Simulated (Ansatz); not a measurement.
We consider bcc Ta, described by PBEsol (PAW; Ansatz, a quantum-chemistry and plane-wave program).

Settings: plane-wave cutoff 500 eV, 20×20×1 k mesh (along the axes of the cell as run), Fermi–Dirac smearing 0.1 eV, scalar-relativistic PAW data made under PBE.

Problem. Give the computed surface energy of the (110) face and work function of the (110) face.

Solution. 
* **surface energy of the (110) face**: 2.60 J/m²
* **work function of the (110) face**: 4.83 eV

The slab of 6 atoms is relaxed and unreconstructed.

Spin–orbit coupling is not included.

The computed numbers hold no vibrational or temperature effects.
